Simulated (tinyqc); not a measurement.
Pariser-Parr-Pople SCF with singles CI, for the molecule C=NC=C([CH2+])Cl (SMILES; centres numbered as the heavy atoms are written), step by step. One step of it, computed by the program tinyqc.

Problem. Iteration 1: Fock matrix. F_rr = H_rr + P_rr gamma_rr / 2 + sum_(s != r) P_ss gamma_rs; F_rs = H_rs - P_rs gamma_rs / 2; E = tr P (H + F) / 2 + core repulsion sum_(r<s) z_r z_s gamma_rs.

P at the start, order 1C, 2N, 3C, 4C, 5C, 6Cl:
$$\begin{pmatrix}
0.099886 & 0.386467 & 0.158194 & -0.110384 & -0.053674 & 0.018650 \\
0.386467 & 1.512957 & 0.697899 & -0.271258 & -0.159036 & 0.039757 \\
0.158194 & 0.697899 & 0.667995 & 0.589261 & 0.151986 & -0.085762 \\
-0.110384 & -0.271258 & 0.589261 & 1.563281 & 0.496375 & 0.057724 \\
-0.053674 & -0.159036 & 0.151986 & 0.496375 & 0.163635 & -0.053211 \\
0.018650 & 0.039757 & -0.085762 & 0.057724 & -0.053211 & 1.992246
\end{pmatrix}$$

core matrix H (eV), order 1C, 2N, 3C, 4C, 5C, 6Cl:
$$\begin{pmatrix}
-31.075178 & -2.510000 & 0.000000 & 0.000000 & 0.000000 & 0.000000 \\
-2.510000 & -39.225260 & -2.510000 & 0.000000 & 0.000000 & 0.000000 \\
0.000000 & -2.510000 & -37.684233 & -2.390000 & 0.000000 & 0.000000 \\
0.000000 & 0.000000 & -2.390000 & -39.774973 & -2.390000 & -1.590000 \\
0.000000 & 0.000000 & 0.000000 & -2.390000 & -33.597159 & 0.000000 \\
0.000000 & 0.000000 & 0.000000 & -1.590000 & 0.000000 & -45.836692
\end{pmatrix}$$

repulsion gamma_rs (eV), order 1C, 2N, 3C, 4C, 5C, 6Cl:
$$\begin{pmatrix}
11.130000 & 5.477755 & 3.872646 & 2.881082 & 2.343763 & 2.669967 \\
5.477755 & 12.300000 & 5.476576 & 3.940055 & 2.918463 & 3.656205 \\
3.872646 & 5.476576 & 11.130000 & 5.344518 & 3.871615 & 3.979439 \\
2.881082 & 3.940055 & 5.344518 & 11.130000 & 5.345237 & 5.552041 \\
2.343763 & 2.918463 & 3.871615 & 5.345237 & 11.130000 & 3.979041 \\
2.669967 & 3.656205 & 3.979439 & 5.552041 & 3.979041 & 13.000000
\end{pmatrix}$$

Centres (angstrom, eV; a flat drawing with bonds scaled to 1.40 angstrom):
```
centre          x          y  core charge z          W   gamma_rr
1C      -2.683000  -0.205000              1  11.160000  11.130000
2N      -1.384000   0.316000              1  14.100000  12.300000
3C      -0.283000  -0.549000              1  11.160000  11.130000
4C       1.017000  -0.028000              1  11.160000  11.130000
5C       2.118000  -0.893000              1  11.160000  11.130000
6Cl      1.215000   1.358000              2  26.000000  13.000000
```

Give: F; pi energy.

Solution.

F (eV), order 1C, 2N, 3C, 4C, 5C, 6Cl:
$$\begin{pmatrix}
-9.438 & -3.568 & -0.306 & 0.159 & 0.063 & -0.025 \\
-3.568 & -11.794 & -4.421 & 0.534 & 0.232 & -0.073 \\
-0.306 & -4.421 & -8.378 & -3.965 & -0.294 & 0.171 \\
0.159 & 0.534 & -3.965 & -9.321 & -3.717 & -1.750 \\
0.063 & 0.232 & -0.294 & -3.717 & -9.167 & 0.106 \\
-0.025 & -0.073 & 0.171 & -1.750 & 0.106 & -15.100
\end{pmatrix}$$

pi energy = -91.907 eV
